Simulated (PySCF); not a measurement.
# Magnesium: a sound run and one with changed settings

Sound run: Mg [Ne] 3s2, Mg⁺ [Ne] 3s1. Computed with PySCF 2.14 in def2-SVP, with no relativity, point nucleus. The sound run starts from symmetry-adapted Hartree-Fock orbitals and uses a fine grid where one is needed.

A second run was set up differently.

```json
{"species": "Mg", "method": "UHF", "sound run (hartree)": "-199.53481", "changed run (hartree)": "-199.53480", "converged": "no"}
{"species": "Mg", "method": "r2SCAN", "sound run (hartree)": "-199.96225", "changed run (hartree)": "-199.96225", "converged": "no"}
{"species": "Mg", "method": "M06-2X", "sound run (hartree)": "-199.98660", "changed run (hartree)": "-199.98660", "converged": "no"}
{"species": "Mg⁺", "method": "UHF", "sound run (hartree)": "-199.29272", "changed run (hartree)": "-199.29176", "converged": "no"}
{"species": "Mg⁺", "method": "r2SCAN", "sound run (hartree)": "-199.69113", "changed run (hartree)": "-199.69094", "converged": "no"}
{"species": "Mg⁺", "method": "M06-2X", "sound run (hartree)": "-199.70013", "changed run (hartree)": "-199.69981", "converged": "no"}
```

(1) What was changed?
A. basis contracted for another Hamiltonian
B. a valence shell is frozen
C. too few SCF iterations
D. radial grid too coarse

Results:

(1) C. It used initial guess minao, at most 2 SCF cycles. The SCF was stopped early; the energies are upper bounds that still move, and correlated levels were skipped or rest on poor orbitals.
